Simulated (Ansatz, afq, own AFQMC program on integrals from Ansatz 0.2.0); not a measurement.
# SiNH2, quartet → SiNH2⁺, triplet, worked out

```xyz
4

Si    0.0000    0.0000    0.5558
N     0.0000    0.0000   -1.2927
H     0.0000    1.3020    1.2391
H     0.0000   -1.3020    1.2391
```

Connectivity, by distances: SiH2–N.

Both states at this geometry.

Basis cc-pVDZ. Noble-gas cores (and the filled d shells of Ga–Kr and In–Xe) are frozen. Integrals, coupled cluster, full CI and functionals: Ansatz 0.2.0; the random walks run on the same integrals in our own AFQMC program. ph-AFQMC/CISD is guided by a CISD state made of CCSD amplitudes; releasing the constraint for a short imaginary time cuts its bias at the price of noise, slowly where states lie close. Uncertainties: one standard error, sampling alone.

Total energies in eV. CBS is CCSD(T) at the limit of def2-TZVPP/QZVPP (extrapolated itself); the highest rung of each member is named.

Cautions: SiNH₂ (quartet): another spin lies lower, its ph-AFQMC/CISD value lies 25 ± 10 meV above CCSDT(Q); SiNH₂⁺ (triplet): lower spins were not checked; this needn't be the first ionization.

| member | count | CCSD(T)/cc-pVDZ | highest rung in cc-pVDZ | which | CCSD(T)/CBS |
| --- | --- | --- | --- | --- | --- |
| SiNH₂⁺, triplet | +1 | -9370.7774 | -9370.8202 | CCSDT(Q) | -9373.9307 |
| SiNH₂, quartet | -1 | -9378.0275 | -9378.0704 | CCSDT(Q) | -9381.4653 |

Question: Work out the best estimate of the vertical ionization energy: the CCSD(T)/CBS difference plus the step from CCSD(T) to the highest rung.

Answer: Sums with the counts: CCSD(T)/CBS 7.5346 eV, highest rung 7.2502 eV, CCSD(T)/cc-pVDZ 7.2501 eV. The step is 7.2502 − 7.2501 = 0.0001 eV, so the best estimate is 7.5346 + (0.0001) = 7.5347 eV. The basis set is worth 0.285 eV of it. Zero-point, core-correlation and spin–orbit terms aren't in it. Past Ne the Hartree–Fock part of each CBS total tends to overshoot, since the cores don't follow the formula; that largely cancels in the difference.

Best estimates are given only where the step beyond CCSD(T) is under 0.3 eV and no member's determinant is very poor (T1 over 0.05, or 0.07 for open shells, ⟨S²⟩ too high by 0.3, two states mixed), so the hardest cases are missing from such tables.

CCSDT and higher add their correlation energy to the determinant of the CCSD(T) run, since their own runs factorise the integrals more tightly (a shift of under 2 meV). Each member of a difference takes its own highest rung, so a best estimate needn't equal the limit plus the step of one row.
